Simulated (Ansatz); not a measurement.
Cost against result

The pair of NH4⁺ (SMILES [NH4+], atoms 1–5) and SiH4O (SMILES [SiH3]O, atoms 6–11), both closed shells, in one local arrangement (a lower one may exist), relaxed at PBE0-D4/def2-TZVP:

```
11
angstrom
N -0.6449 -0.1479 -1.8403
H -0.1662 -0.3696 -0.8977
H 0.0470 -0.1168 -2.5886
H -1.1108 0.7578 -1.7865
H -1.3396 -0.8613 -2.0598
Si 0.4600 0.4785 1.7889
O 0.4946 -0.6137 0.4834
H -0.2215 -0.1634 2.9312
H 1.8439 0.8794 2.1136
H -0.3280 1.5966 1.2229
H 0.9654 -1.4396 0.6329
```

Interaction energies are counterpoise-corrected; the time is that of the whole pair.

Program: Ansatz 0.2.0. Basis: as named in each row. Cores are frozen in the correlated methods. B3LYP uses VWN-RPA correlation. Extrapolation: Hartree–Fock as exp(−7.88 √X), correlation as X^−2.97.

Times are rough, for one single point on 4 threads of a shared host (Arm Neoverse V1).

The estimate by CCSD(T) at an estimated basis limit (MP2 extrapolated from triple and quadruple zeta, plus CCSD(T) − MP2 in triple zeta) is -95.9 kJ/mol.

| method | basis | time (s) | interaction energy (kJ/mol) | method less estimate |
| --- | --- | --- | --- | --- |
| HF | STO-3G | under 1 | -139.5 | -43.6 |
| PBE-D4 | STO-3G | under 1 | -181.0 | -85.1 |
| SPW92 | def2-SVP | under 1 | -125.2 | -29.3 |
| B3LYP-D4 | 6-31G | under 1 | -140.8 | -44.9 |
| PBE-D4 | def2-SVP | under 1 | -107.0 | -11.1 |
| PBE0-D4 | def2-SVP | under 1 | -108.1 | -12.2 |
| CCSD(T) | def2-SVP | 2 | -92.2 | 3.7 |
| PBE-D4 | def2-TZVPPD | 2 | -100.0 | -4.1 |
| revPBE-D4 | def2-TZVPPD | 2 | -94.5 | 1.4 |
| BLYP-D4 | def2-TZVPPD | 2 | -96.6 | -0.7 |
| HSE06-D4 | def2-TZVPPD | 2 | -101.0 | -5.1 |
| wB97M-V | def2-SVP | 3 | -104.1 | -8.2 |
| PBE0-D4 | def2-TZVPPD | 3 | -101.2 | -5.3 |
| B3LYP-D4 | def2-TZVPPD | 3 | -99.3 | -3.4 |
| r2SCAN-D4 | def2-TZVPPD | 4 | -98.3 | -2.4 |
| B2PLYP | def2-TZVPPD | 5 | -94.2 | 1.7 |
| wB97X-V | def2-TZVPPD | 6 | -96.4 | -0.5 |
| B97M-V | def2-TZVPPD | 7 | -93.2 | 2.7 |
| wB97M-V | def2-TZVPPD | 8 | -95.9 | 0.0 |
| MP2 | def2-QZVPPD | 16 | -95.4 | 0.5 |
| CCSD(T) | def2-TZVPPD | 98 | -92.5 | 3.4 |

T1 diagnostic: at most 0.012.
